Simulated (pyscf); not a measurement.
PySCF, gas phase, ωB97X-D3(BJ)/def2-SVP geometries.

### Question
For `[BH2][F]` + `[ClH]` → `[F][BH][Cl]` + `[H][H]`, a four-centre exchange (singlet surface; B–H, Cl–H broken, B–Cl, H–H formed), PBE/def2-TZVP gives ΔE‡ = 7.9 kcal/mol and ΔE = -20.9 kcal/mol (zero: the separated reactants). In which direction and how far do B3LYP-D3(BJ)/def2-TZVP, M06-2X/def2-TZVP, ωB97M-D3(BJ)/def2-TZVP move these?

### Answer
B3LYP-D3(BJ): ΔE‡ = 15.8 kcal/mol, ΔE = -19.4 kcal/mol; M06-2X: ΔE‡ = 16.3 kcal/mol, ΔE = -20.5 kcal/mol; ωB97M-D3(BJ): ΔE‡ = 16.6 kcal/mol, ΔE = -19.3 kcal/mol. PBE's barrier lies under all of them, by 7.9 to 8.7 kcal/mol. Its reaction energy lies under all of them, by 0.4 to 1.7 kcal/mol. Low barriers are usual for a GGA, whose delocalisation error favours stretched bonds. One saddle was located; it need not be the lowest between these sides.
